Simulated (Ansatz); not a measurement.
Reaction: C2H5Cl (SMILES CCCl) → C2H5 (SMILES [CH2]C, doublet) + Cl (doublet) (the C-Cl bond breaks)
Each species at its own B3LYP-D3(BJ)/def2-TZVP minimum (Ansatz, an electronic-structure program).

Total energies in hartree (Ansatz). Radicals and triplets start from unrestricted determinants; spin-orbit coupling is neglected. Cores are frozen in correlated methods. No relativity.

```csv
species,HF/cc-pV(T+d)Z,CCSD(T)/cc-pV(T+d)Z,HF/cc-pV(Q+d)Z,CCSD(T)/cc-pV(Q+d)Z,CCSD(T)/cc-pV(D+d)Z,CCSDT(Q)/cc-pV(D+d)Z
1: C2H5Cl (SMILES CCCl),-538.19992,-538.81133,-538.20875,-538.85913,-538.64789,-538.64948
"2: C2H5 (SMILES [CH2]C, doublet)",-78.62785,-79.00245,-78.63306,-79.02569,-78.91562,-78.91668
3: Cl (doublet),-459.48556,-459.67356,-459.48916,-459.69449,-459.60403,-459.60445
```

Problem. Work out the bond dissociation energy (electronic) in kJ/mol: take Hartree-Fock from cc-pV(Q+d)Z, extrapolate the CCSD(T) correlation energy as X^-3 (X = 3, 4), and add CCSDT(Q) - CCSD(T) in cc-pV(D+d)Z. 1 hartree = 2625.5 kJ/mol.

Solution. 
Species 1: correlation (64·(-0.65038) - 27·(-0.61141))/37 = -0.67882; step -0.00159; E1 = -538.20875 + (-0.67882) + (-0.00159) = -538.88916
Species 2: correlation (64·(-0.39263) - 27·(-0.37460))/37 = -0.40579; step -0.00106; E2 = -78.63306 + (-0.40579) + (-0.00106) = -79.03991
Species 3: correlation (64·(-0.20533) - 27·(-0.18800))/37 = -0.21798; step -0.00042; E3 = -459.48916 + (-0.21798) + (-0.00042) = -459.70756
-1·E1 +1·E2 +1·E3 = 0.14169 hartree = 372.0 kJ/mol.
